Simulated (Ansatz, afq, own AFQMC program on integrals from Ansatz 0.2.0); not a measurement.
**CH₃Si (doublet): AFQMC on the coupled-cluster ladder at distance Si1–C2 = 1.705 Å, cc-pVDZ**

Aim: compute CH₃Si (doublet) with auxiliary-field quantum Monte Carlo on the same integrals as coupled cluster, and set the energies side by side.

Computed with Ansatz 0.2.0, Gaussian basis, and an in-house AFQMC program (afq) on its integrals; all values are calculated. Level: cc-pVDZ, frozen cores.

The runs, in order: PBE (unrestricted); r2SCAN (unrestricted); PBE0 (unrestricted); B3LYP (unrestricted); wB97M-V (unrestricted); B2PLYP (unrestricted); CCSD(T) on UHF; Phaseless AFQMC, CISD trial on UHF; Phaseless AFQMC, single-determinant trial on UHF; Free-projection AFQMC, CISD trial on UHF; CCSD(T) on ROHF; Phaseless AFQMC, CISD trial on ROHF; Phaseless AFQMC, single-determinant trial on ROHF; Free-projection AFQMC, CISD trial on ROHF.

2 further runs of the same task are left out: 2 that didn't finish.

**1. The system**

The geometry derives from a PBE0/def2-TZVP stationary point (not a proven minimum). One bond is set to the value named and the two fragments are kept rigid.

5 atoms, charge 0, spin multiplicity 2.

Atoms are counted from 1 here; the program's logs count them from 0.

Bond lengths: Si1–C2 1.705 Å, Si1–H3 1.496 Å, C2–H4 1.087 Å, C2–H5 1.083 Å. Angles: C2–Si1–H3 121.5°, Si1–C2–H4 120.3°, Si1–C2–H5 123.6°, H4–C2–H5 116.1°.

**2. PBE (unrestricted)**

The input, in.yaml:

```yaml
crystal:
  periodic: [false, false, false]
  atoms:
    - {symbol: Si, position_ang: [0.000000, -0.089015, 0.556798]}
    - {symbol: C, position_ang: [0.000000, 0.088130, -1.138555]}
    - {symbol: H, position_ang: [0.000000, 1.098328, 1.467598]}
    - {symbol: H, position_ang: [0.000000, 1.078590, -1.586971]}
    - {symbol: H, position_ang: [0.000000, -0.746740, -1.828263]}
basis:
  gaussian: {orbitals: cc-pVDZ}
magnetization: {spin_polarized: true, initial_magnetization: 1}
hamiltonian: {xc: {name: PBE}}
output: {orbitals: {seedname: orbitals}}
```

Started as:

```
$ ansatz run in.yaml --threads 1 --pin off --events-out ev --progress --plain --max-ram 1382MiB
```

Standard output:

```text
Functional definition: PBE
  name "PBE"
  cite "Perdew, Burke & Ernzerhof, Phys. Rev. Lett. 77, 3865 (1996) doi:10.1103/PhysRevLett.77.3865"
  parent pbe
  parameter kappa = 0.804
  parameter beta = 0.06672455060314922
  exchange = pbe_x(kappa = kappa, mu = beta*pi^2/3)
  correlation = pbe_c(beta = beta)
592 factors; their error is unknown
mean field evaluation 1: about -8943.1806 eV, gradient 4.5e1 eV
mean field evaluation 2: about -8887.2941 eV, gradient 8.3e1 eV
mean field evaluation 4: about -8954.0642 eV, gradient 8.9e0 eV
mean field evaluation 8: about -8954.7671 eV, gradient 1.3e-1 eV
mean field evaluation 16: about -8954.7543 eV, gradient 1.2e-4 eV
mean field -8954.75428113 eV, -329.0811500812 hartree, gradient 1.9e-5 eV, S^2 0.763822; 3 other end points of the search recorded, 0 dependent functions left out
reference -8954.75431008 eV, -329.0811511448 hartree; 12, 11 occupied and 35, 36 virtual orbitals, 592 factors
Total energy: -8954.75431008 eV, -329.0811511448 hartree
```

It took 2.7 s on 1 thread of Arm Neoverse V1, shared host.

From the report: ⟨S²⟩ of the determinant 0.764 (pure doublet: 0.75).

**3. r2SCAN (unrestricted)**

Edit in.yaml of step 2 so:

```diff
@@ -11,3 +11,2 @@
 magnetization: {spin_polarized: true, initial_magnetization: 1}
-hamiltonian: {xc: {name: PBE}}
-output: {orbitals: {seedname: orbitals}}
+hamiltonian: {xc: {name: r2SCAN}}
```

The command is unchanged.

Standard output:

```text
Functional definition: r2SCAN
  name "r2SCAN"
  cite "Furness, Kaplan, Ning, Perdew & Sun, J. Phys. Chem. Lett. 11, 8208 (2020) doi:10.1021/acs.jpclett.0c02405"
  cite "Furness, Kaplan, Ning, Perdew & Sun, J. Phys. Chem. Lett. 11, 9248 (2020) doi:10.1021/acs.jpclett.0c03077"
  parent r2scan
  parameter k0 = 0.174
  parameter k1 = 0.065
  parameter a1 = 4.9479
  exchange = r2scan_x(k0 = k0, k1 = k1, a1 = a1)
  correlation = r2scan_c
592 factors; their error is unknown
mean field evaluation 1: about -8949.4643 eV, gradient 4.1e1 eV
mean field evaluation 2: about -8909.1200 eV, gradient 7.4e1 eV
mean field evaluation 4: about -8958.6830 eV, gradient 6.0e0 eV
mean field evaluation 8: about -8958.9979 eV, gradient 1.3e-1 eV
mean field evaluation 16: about -8958.9866 eV, gradient 1.2e-3 eV
mean field -8958.98661222 eV, -329.2366853799 hartree, gradient 3.8e-5 eV, S^2 0.790657; 2 other end points of the search recorded, 0 dependent functions left out
reference -8958.98662128 eV, -329.2366857127 hartree; 12, 11 occupied and 35, 36 virtual orbitals, 592 factors
Total energy: -8958.98662128 eV, -329.2366857127 hartree
```

Wall time 4.4 s (1 thread of Arm Neoverse V1, shared host).

From the report: ⟨S²⟩ of the determinant 0.791 (pure doublet: 0.75).

**4. PBE0 (unrestricted)**

Edit in.yaml of step 3 so:

```diff
@@ -11,2 +11,3 @@
 magnetization: {spin_polarized: true, initial_magnetization: 1}
-hamiltonian: {xc: {name: r2SCAN}}
+hamiltonian: {xc: {name: PBE0}}
+output: {orbitals: {seedname: orbitals}}
```

Same command.

Standard output:

```text
Functional definition: PBE0
  name "PBE0"
  cite "Adamo & Barone, J. Chem. Phys. 110, 6158 (1999) doi:10.1063/1.478522"
  cite "Perdew, Burke & Ernzerhof, Phys. Rev. Lett. 77, 3865 (1996) doi:10.1103/PhysRevLett.77.3865"
  parent pbe
  parameter a = 0.25
  parameter kappa = 0.804
  parameter beta = 0.06672455060314922
  exchange = (1 - a)*pbe_x(kappa = kappa, mu = beta*pi^2/3) + a*exact_x
  correlation = pbe_c(beta = beta)
445 factors; integrals over basis functions are off by at most 1.3e-3 eV
mean field evaluation 1: about -8948.0798 eV, gradient 3.7e1 eV
mean field evaluation 2: about -8926.4127 eV, gradient 6.1e1 eV
mean field evaluation 4: about -8955.5305 eV, gradient 2.4e0 eV
mean field evaluation 8: about -8955.6581 eV, gradient 3.0e-1 eV
mean field evaluation 16: about -8955.6621 eV, gradient 1.8e-3 eV
mean field evaluation 32: about -8955.4557 eV, gradient 1.7e0 eV
mean field -8955.66214791 eV, -329.1145135700 hartree, gradient 1.8e-5 eV, S^2 0.780344; 3 other end points of the search recorded, 0 dependent functions left out
reference -8955.66217013 eV, -329.1145143864 hartree; 12, 11 occupied and 35, 36 virtual orbitals, 445 factors
Total energy: -8955.66217013 eV, -329.1145143864 hartree
```

Run time: 2.4 s. Hardware: 1 thread of Arm Neoverse V1, shared host.

From the report: ⟨S²⟩ of the determinant 0.780 (pure doublet: 0.75).

**5. B3LYP (unrestricted)**

Edit in.yaml of step 4 so:

```diff
@@ -11,3 +11,2 @@
 magnetization: {spin_polarized: true, initial_magnetization: 1}
-hamiltonian: {xc: {name: PBE0}}
-output: {orbitals: {seedname: orbitals}}
+hamiltonian: {xc: {name: B3LYP}}
```

Same command.

Standard output:

```text
Functional definition: B3LYP
  name "B3LYP"
  cite "Stephens, Devlin, Chabalowski & Frisch, J. Phys. Chem. 98, 11623 (1994) doi:10.1021/j100096a001"
  cite "Becke, Phys. Rev. A 38, 3098 (1988) doi:10.1103/PhysRevA.38.3098"
  cite "Lee, Yang & Parr, Phys. Rev. B 37, 785 (1988) doi:10.1103/PhysRevB.37.785"
  cite "Vosko, Wilk & Nusair, Can. J. Phys. 58, 1200 (1980) doi:10.1139/p80-159"
  parameter a0 = 0.2
  parameter ax = 0.72
  parameter ac = 0.81
  exchange = (1 - a0 - ax)*slater_x + ax*b88_x + a0*exact_x
  correlation = (1 - ac)*vwn_rpa_c + ac*lyp_c
445 factors; integrals over basis functions are off by at most 1.3e-3 eV
mean field evaluation 1: about -8951.9439 eV, gradient 4.0e1 eV
mean field evaluation 2: about -8921.7593 eV, gradient 6.8e1 eV
mean field evaluation 4: about -8960.7990 eV, gradient 3.4e0 eV
mean field evaluation 8: about -8960.9596 eV, gradient 3.3e-1 eV
mean field evaluation 16: about -8960.9613 eV, gradient 4.8e-4 eV
mean field -8960.96129844 eV, -329.3092537599 hartree, gradient 6.5e-5 eV, S^2 0.763211; 3 other end points of the search recorded, 0 dependent functions left out
reference -8960.96149432 eV, -329.3092609584 hartree; 12, 11 occupied and 35, 36 virtual orbitals, 445 factors
Total energy: -8960.96149432 eV, -329.3092609584 hartree
```

It took 1.9 s on 1 thread of Arm Neoverse V1, shared host.

From the report: ⟨S²⟩ of the determinant 0.763 (pure doublet: 0.75).

**6. wB97M-V (unrestricted)**

Edit in.yaml of step 5 so:

```diff
@@ -11,2 +11,3 @@
 magnetization: {spin_polarized: true, initial_magnetization: 1}
-hamiltonian: {xc: {name: B3LYP}}
+hamiltonian: {xc: {name: wB97M-V}}
+output: {orbitals: {seedname: orbitals}}
```

The command is unchanged.

Standard output:

```text
Functional definition: wB97M-V
  name "wB97M-V"
  cite "Mardirossian & Head-Gordon, J. Chem. Phys. 144, 214110 (2016) doi:10.1063/1.4952647"
  cite "Becke, J. Chem. Phys. 107, 8554 (1997) doi:10.1063/1.475007"
  cite "Vydrov & Van Voorhis, J. Chem. Phys. 133, 244103 (2010) doi:10.1063/1.3521275"
  # Of w^i u^j: cxij and so on, Table III.
  parameter omega = 0.3/bohr
  parameter cx = 0.15
  parameter cx01 = 1.007
  parameter cx10 = 0.259
  parameter css00 = 0.443
  parameter css04 = -1.437
  parameter css10 = -4.535
  parameter css20 = -3.390
  parameter css43 = 4.278
  parameter cos00 = 1.000
  parameter cos10 = 1.358
  parameter cos20 = 2.924
  parameter cos21 = -8.812
  parameter cos60 = -1.390
  parameter cos61 = 9.142
  parameter b = 6.0
  parameter c = 0.01
  gx(w, u) = 1 - cx + cx01*u + cx10*w
  gss(w, u) = css00 + css04*u^4 + css10*w + css20*w^2 + css43*w^4*u^3
  gos(w, u) = cos00 + cos10*w + (cos20 + cos21*u)*w^2 + (cos60 + cos61*u)*w^6
  exchange = spin_sum(e_x_unif_sr(omega)*gx(b97_w, b97_u_x)) + cx*exact_x_sr(omega) + exact_x_lr(omega)
  correlation = spin_sum(e_c_pw_mod_same_spin*gss(b97_w, b97_u_same))
      + integral(e_c_pw_mod_opposite_spin*gos(b97_w_opposite, b97_u_opposite)) + vv10(b, c)
445 factors; integrals over basis functions are off by at most 1.3e-3 eV
162 factors; integrals over basis functions are off by at most 9.6e-6 eV
mean field evaluation 1: about -8954.3826 eV, gradient 2.8e1 eV
mean field evaluation 2: about -8952.6897 eV, gradient 3.2e1 eV
mean field evaluation 4: about -8958.8739 eV, gradient 6.4e-1 eV
mean field evaluation 8: about -8958.9328 eV, gradient 1.4e-1 eV
mean field evaluation 16: about -8958.9347 eV, gradient 8.5e-4 eV
mean field -8958.93472066 eV, -329.2347784002 hartree, gradient 9.4e-6 eV, S^2 0.762003; 1 other end points of the search recorded, 0 dependent functions left out
reference -8958.93475311 eV, -329.2347795925 hartree; 12, 11 occupied and 35, 36 virtual orbitals, 445 factors
Total energy: -8958.93475311 eV, -329.2347795925 hartree
```

It took 7.5 s on 1 thread of Arm Neoverse V1, shared host.

From the report: ⟨S²⟩ of the determinant 0.762 (pure doublet: 0.75).

**7. B2PLYP (unrestricted)**

Edit in.yaml of step 6 so:

```diff
@@ -11,3 +11,3 @@
 magnetization: {spin_polarized: true, initial_magnetization: 1}
-hamiltonian: {xc: {name: wB97M-V}}
-output: {orbitals: {seedname: orbitals}}
+hamiltonian: {xc: {name: B2PLYP}}
+correlation: {electrons: outside_noble_gas}
```

The command is unchanged.

Standard output:

```text
Functional definition: B2PLYP
  name "B2PLYP"
  cite "Grimme, J. Chem. Phys. 124, 034108 (2006) doi:10.1063/1.2148954"
  cite "Becke, Phys. Rev. A 38, 3098 (1988) doi:10.1103/PhysRevA.38.3098"
  cite "Lee, Yang & Parr, Phys. Rev. B 37, 785 (1988) doi:10.1103/PhysRevB.37.785"
  parameter a = 0.53
  parameter c = 0.27
  exchange = (1 - a)*b88_x + a*exact_x
  correlation = (1 - c)*lyp_c + c*(mp2_os + mp2_ss)
445 factors; integrals over basis functions are off by at most 1.3e-3 eV
mean field evaluation 1: about -8948.4219 eV, gradient 3.0e1 eV
mean field evaluation 2: about -8948.4586 eV, gradient 3.0e1 eV
mean field evaluation 4: about -8953.4434 eV, gradient 2.7e0 eV
mean field evaluation 8: about -8953.5382 eV, gradient 2.4e-1 eV
mean field evaluation 16: about -8953.5531 eV, gradient 3.4e-3 eV
mean field evaluation 32: about -8953.5515 eV, gradient 9.7e-2 eV
mean field -8953.55305551 eV, -329.0370058539 hartree, gradient 1.4e-6 eV, S^2 0.827052; 4 other end points of the search recorded, 0 dependent functions left out
6 core orbitals not correlated: weight in the atoms' cores, before any rotation towards them, 1.000 or more for the frozen orbitals, at most 0.000 for the correlated occupied ones
reference -8953.55318159 eV, -329.0370104870 hartree; 6, 5 occupied and 35, 36 virtual orbitals, 445 factors
second order -7.50940574 eV of doubles, -0.00000000 eV of singles
Total energy: -8955.58072114 eV, -329.1115211912 hartree
```

It took 4.2 s on 1 thread of Arm Neoverse V1, shared host.

From the report: ⟨S²⟩ of the determinant 0.827 (pure doublet: 0.75).

**8. CCSD(T) on UHF**

Edit in.yaml of step 7 so:

```diff
@@ -11,3 +11,2 @@
 magnetization: {spin_polarized: true, initial_magnetization: 1}
-hamiltonian: {xc: {name: B2PLYP}}
-correlation: {electrons: outside_noble_gas}
+correlation: {method: ccsd_t, electrons: outside_noble_gas, hamiltonian_folder: ham}
```

Same command.

Standard output:

```text
Functional definition: HF
  name "HF"
  cite "Fock, Z. Phys. 61, 126 (1930) doi:10.1007/BF01340294"
  parent pbe
  exchange = exact_x
  correlation = 0
445 factors; integrals over basis functions are off by at most 1.3e-3 eV
mean field evaluation 1: about -8934.6050 eV, gradient 2.0e1 eV
mean field evaluation 2: about -8934.6484 eV, gradient 1.9e1 eV
mean field evaluation 4: about -8937.2329 eV, gradient 2.2e0 eV
mean field evaluation 8: about -8937.3592 eV, gradient 6.0e-1 eV
mean field evaluation 16: about -8937.5826 eV, gradient 2.7e-3 eV
mean field evaluation 32: about -8937.2555 eV, gradient 4.2e-1 eV
mean field evaluation 64: about -8937.2412 eV, gradient 2.6e-1 eV
mean field evaluation 96: about -8937.5825 eV, gradient 1.6e-2 eV
mean field evaluation 128: about -8936.5359 eV, gradient 5.7e-1 eV
mean field evaluation 160: about -8936.1729 eV, gradient 3.7e0 eV
mean field evaluation 192: about -8936.5356 eV, gradient 5.0e-1 eV
mean field evaluation 224: about -8932.5174 eV, gradient 1.4e1 eV
mean field evaluation 256: about -8936.5389 eV, gradient 2.4e-1 eV
mean field evaluation 288: about -8934.5527 eV, gradient 6.6e0 eV
mean field evaluation 320: about -8933.1962 eV, gradient 2.6e0 eV
mean field evaluation 352: about -8935.0564 eV, gradient 4.9e-1 eV
mean field evaluation 384: about -8936.7787 eV, gradient 5.3e0 eV
mean field evaluation 416: about -8937.2667 eV, gradient 2.3e-1 eV
mean field evaluation 448: about -8933.4118 eV, gradient 5.8e0 eV
mean field evaluation 480: about -8937.3849 eV, gradient 1.2e0 eV
mean field evaluation 512: about -8937.2754 eV, gradient 3.1e-1 eV
mean field evaluation 544: about -8936.8906 eV, gradient 4.6e0 eV
mean field evaluation 576: about -8937.5721 eV, gradient 4.4e-1 eV
mean field evaluation 608: about -8937.5822 eV, gradient 8.9e-2 eV
mean field evaluation 640: about -8937.2298 eV, gradient 4.7e-1 eV
mean field evaluation 672: about -8937.5826 eV, gradient 4.8e-4 eV
mean field evaluation 704: about -8935.0089 eV, gradient 2.5e-1 eV
mean field -8937.58255655 eV, -328.4501008422 hartree, gradient 1.4e-6 eV, S^2 1.191028; 10 other end points of the search recorded, 0 dependent functions left out
determinant -8937.58255655 eV, -328.4501008422 hartree, with singles and doubles -8944.17653355 eV, -328.6924250274 hartree
determinant -8936.54001274 eV, -328.4117880637 hartree, with singles and doubles -8942.96541361 eV, -328.6479171905 hartree
determinant -8935.06218984 eV, -328.3574790738 hartree, with singles and doubles -8941.14534038 eV, -328.5810307328 hartree
6 core orbitals not correlated: weight in the atoms' cores, before any rotation towards them, 1.000 or more for the frozen orbitals, at most 0.000 for the correlated occupied ones
reference -8937.58255655 eV, -328.4501008422 hartree; 6, 5 occupied and 35, 36 virtual orbitals, 445 factors
second order -5.42761341 eV of doubles, -0.00000000 eV of singles
cycle   1  -6.59629969 eV  change   -2.3e-3 eV  update   3.4e-3
cycle   2  -6.59917442 eV  change   -2.9e-3 eV  update   2.6e-3
cycle   3  -6.60114942 eV  change   -2.0e-3 eV  update   1.4e-3
cycle   4  -6.60233091 eV  change   -1.2e-3 eV  update   7.6e-4
cycle   5  -6.60374479 eV  change   -1.4e-3 eV  update   3.2e-4
cycle   6  -6.60455720 eV  change   -8.1e-4 eV  update   1.5e-4
cycle   7  -6.60474928 eV  change   -1.9e-4 eV  update   7.7e-5
cycle   8  -6.60477479 eV  change   -2.6e-5 eV  update   3.4e-5
cycle   9  -6.60479369 eV  change   -1.9e-5 eV  update   1.4e-5
cycle  10  -6.60481946 eV  change   -2.6e-5 eV  update   6.3e-6
cycle  11  -6.60482825 eV  change   -8.8e-6 eV  update   2.3e-6
perturbative correction -0.24868222 eV, -0.0091389030 hartree
Total energy: -8944.43606702 eV, -328.7019627066 hartree
```

It took 8 s on 1 thread of Arm Neoverse V1, shared host.

From the report: ⟨S²⟩ of the determinant 1.191 (pure doublet: 0.75); correlation -6.8535 eV; T1 0.067; largest double amplitude 0.16.

This run also writes the integrals to the folder ham.

**9. Phaseless AFQMC, CISD trial on UHF**

It reads the integrals that the CCSD(T) run on this determinant wrote.

Started as:

```
$ afq ham --method phaseless --trial cisd --walkers 60 --populations 1 --least-time 40 --time-step 0.005 --steps-per-block 50 --equilibration-blocks 28 --max-blocks 300 --target-error 0.0004 --factor-cut 1e-05 --start spin_pure --seed 5364 --release-times 0.24,0.51,0.99,1.62,2.4 --release-step 0.03 --release-every 4 --taylor-order 6
```

Standard output:

```text
orbitals 41  electrons 6 5  factors 323 of 445
reference energy -328.45010084 Eh
CCSD correlation -0.24272252 Eh in 14 cycles, weight of the determinant in the CISD state 0.7840
energy of the start -328.664993 Eh
 block  time / (1/Eh)  mean weight  energy / Eh
     1     0.250  1.0008  -328.675749
     2     0.500  0.9975  -328.687214
     3     0.750  1.0012  -328.698123
     4     1.000  1.0011  -328.698719
     5     1.250  1.0023  -328.700282
     6     1.500  0.9993  -328.702179
     7     1.750  0.9997  -328.704727
     8     2.000  0.9999  -328.702386
     9     2.250  0.9969  -328.710915
    10     2.500  0.9994  -328.707637
    17     4.250  0.9991  -328.699387
    25     6.250  1.0012  -328.699002
    33     8.250  1.0007  -328.709074
    41    10.250  1.0001  -328.698092
    49    12.250  0.9989  -328.706587
    57    14.250  0.9998  -328.695820
    65    16.250  0.9989  -328.708892
    73    18.250  1.0032  -328.703192
    81    20.250  1.0009  -328.697721
    89    22.250  1.0014  -328.701175
    97    24.250  0.9994  -328.720744
   105    26.250  1.0014  -328.695210
   113    28.250  1.0003  -328.702855
   121    30.250  0.9983  -328.704987
   129    32.250  0.9987  -328.699224
   137    34.250  0.9993  -328.699499
   145    36.250  1.0008  -328.700260
   153    38.250  0.9999  -328.701124
   161    40.250  0.9984  -328.703085
   169    42.250  1.0000  -328.701416
   177    44.250  1.0025  -328.708601
   185    46.250  1.0002  -328.715284
   193    48.250  0.9959  -328.713146
   201    50.250  1.0009  -328.708019
   209    52.250  0.9990  -328.699492
   217    54.250  0.9994  -328.708633
   225    56.250  1.0002  -328.706678
   233    58.250  1.0001  -328.709012
   241    60.250  0.9992  -328.709704
   249    62.250  0.9999  -328.705844
   257    64.250  1.0005  -328.705084
   265    66.250  1.0006  -328.727309
   273    68.250  1.0008  -328.707063
   281    70.250  1.0001  -328.708390
   289    72.250  1.0016  -328.710461
   297    74.250  1.0017  -328.698290
   305    76.250  0.9991  -328.694433
   313    78.250  1.0008  -328.697296
   321    80.250  0.9981  -328.698543
blocks merged  error / Eh  count
     1  0.000361  300
     2  0.000454  150
     4  0.000556  75
     8  0.000640  37
    16  0.000759  18
    32  0.000821  9
released: time / (1/Eh)  energy / Eh  error  mean overlap
  0.24  -328.704672  0.000578  0.9985
  0.51  -328.704848  0.000620  0.9990
  0.99  -328.704457  0.000719  1.0027
  1.62  -328.705339  0.000836  0.9868
  2.40  -328.703847  0.000939  1.0166
energy -328.704865 +/- 0.000759 Eh
```

It took 14 min on 1 thread of Arm Neoverse V1, shared host.

Energy -8944.5150 ± 0.0207 eV. Caveats: constraint bias not in the error; error above the target.

**10. Phaseless AFQMC, single-determinant trial on UHF**

It reads the integrals that the CCSD(T) run on this determinant wrote.

Started as:

```
$ afq ham --method phaseless --trial hf --walkers 120 --populations 1 --least-time 40 --time-step 0.005 --steps-per-block 20 --equilibration-blocks 112 --max-blocks 600 --target-error 0.0012000000000000001 --factor-cut 1e-05 --start spin_pure --seed 446 --taylor-order 6
```

Standard output:

```text
orbitals 41  electrons 6 5  factors 323 of 445
reference energy -328.45010084 Eh
CCSD correlation -0.24272252 Eh in 14 cycles, weight of the determinant in the CISD state 0.7840
energy of the start -328.458888 Eh
 block  time / (1/Eh)  mean weight  energy / Eh
     1     0.100  0.9996  -328.503570
     2     0.200  1.0013  -328.544846
     3     0.300  1.0002  -328.573229
     4     0.400  1.0019  -328.595228
     5     0.500  1.0011  -328.618325
     6     0.600  1.0027  -328.637091
     7     0.700  0.9991  -328.646239
     8     0.800  0.9985  -328.645392
     9     0.900  1.0003  -328.651235
    10     1.000  1.0006  -328.664980
    18     1.800  1.0000  -328.681795
    35     3.500  0.9972  -328.698724
    52     5.200  1.0008  -328.696606
    69     6.900  0.9998  -328.701155
    86     8.600  0.9993  -328.701214
   103    10.300  1.0028  -328.707557
   120    12.000  0.9989  -328.703147
   137    13.700  1.0006  -328.703612
   154    15.400  1.0002  -328.699557
   171    17.100  0.9994  -328.696147
   188    18.800  0.9969  -328.711795
   205    20.500  1.0003  -328.724389
   222    22.200  1.0030  -328.717866
   239    23.900  1.0005  -328.709962
   256    25.600  1.0014  -328.715329
   273    27.300  0.9979  -328.710165
   290    29.000  0.9998  -328.703039
   307    30.700  1.0005  -328.718813
   324    32.400  0.9997  -328.706684
   341    34.100  1.0007  -328.715634
   358    35.800  0.9990  -328.710553
   375    37.500  1.0008  -328.714504
   392    39.200  1.0002  -328.731369
   409    40.900  0.9991  -328.741615
   426    42.600  1.0020  -328.733197
   443    44.300  0.9993  -328.736614
   460    46.000  0.9986  -328.701956
   477    47.700  0.9994  -328.713652
   494    49.400  1.0006  -328.712762
   511    51.100  0.9991  -328.692356
   528    52.800  1.0013  -328.690173
   545    54.500  0.9995  -328.711635
   562    56.200  0.9994  -328.685993
   579    57.900  1.0016  -328.717518
   596    59.600  0.9980  -328.732630
   613    61.300  1.0009  -328.715459
   630    63.000  0.9989  -328.690522
   647    64.700  0.9998  -328.690142
   664    66.400  0.9991  -328.712504
   681    68.100  1.0009  -328.720031
   698    69.800  1.0005  -328.711908
blocks merged  error / Eh  count
     1  0.000668  600
     2  0.000889  300
     4  0.001166  150
     8  0.001458  75
    16  0.001564  37
    32  0.001822  18
    64  0.001939  9
energy -328.709097 +/- 0.001822 Eh
```

Run time: 6.8 min. Hardware: 1 thread of Arm Neoverse V1, shared host.

Energy -8944.6302 ± 0.0496 eV. Caveats: constraint bias not in the error; error above the target.

[end of part 1 of 2]
